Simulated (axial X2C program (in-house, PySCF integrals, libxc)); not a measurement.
**NSiO: bond lengths and stretches, held linear**

One table from this session's results is given with a row withheld; the runs are named, their logs left out.

Program: an in-house X2C program for linear molecules on PySCF integrals. Level of theory: all-electron X2C, two-component (2c) or spin-free, N dyall-av3z, Si dyall-v3z, O dyall-av3z. These are calculated values, not measurements.

All values are calculated.

2 further runs of the same task are left out: 2 set aside as unsound or not needed.

The first run:

Contents of task.json:

```json
{
 "zs": [
  7,
  14,
  8
 ],
 "q": 0,
 "bas": [
  "dyall-av3z",
  "dyall-v3z",
  "dyall-av3z"
 ],
 "r0": [
  1.67,
  1.64
 ],
 "symm": 0,
 "scan": [
  "PBE0",
  "HF",
  "TPSSh"
 ],
 "levels": [
  "PBE0",
  "HF",
  "PBE"
 ],
 "nst": 2
}
```

Keys: zs atomic numbers; q charge; bas basis sets; r0 starting distance in Å; symm equal bonds; scan levels of the two-bond scan; levels methods; nst determinants followed.

Command:

```console
$ python solin.py task.json out
```

Masses N 14.003, Si 27.977, O 15.995 u.

Steps of the session up to this table: Scan at PBE0, 2c; Scan at HF, 2c; Scan at TPSSh, 2c.

One of the session's tables, all rows but one given; the rest of the session is left out.

```
           level  r(N–Si) (Å)  r(Si–O) (Å)  lower stretch (cm⁻¹)  upper stretch (cm⁻¹)
        PBE0, 2c            ?            ?                     ?                     ?
          HF, 2c        1.619        1.482                 931.3                1445.3
       TPSSh, 2c        1.651        1.529                 873.6                1283.5
 PBE0, spin-free        1.644        1.517                 892.3                1328.9
   HF, spin-free        1.619        1.482                 931.3                1445.4
TPSSh, spin-free        1.651        1.529                 873.6                1283.7
```

**Question.** Estimate the row for PBE0, 2c.

The run gave: r(N–Si) (Å): 1.644; r(Si–O) (Å): 1.517; lower stretch (cm⁻¹): 892.3; upper stretch (cm⁻¹): 1328.7.

Scans not shown above were run alike.

The molecule was held linear; bending was not examined, so a bent shape may lie lower. Note: functional without a current term on a determinant with orbital currents, of the molecule or an atom.
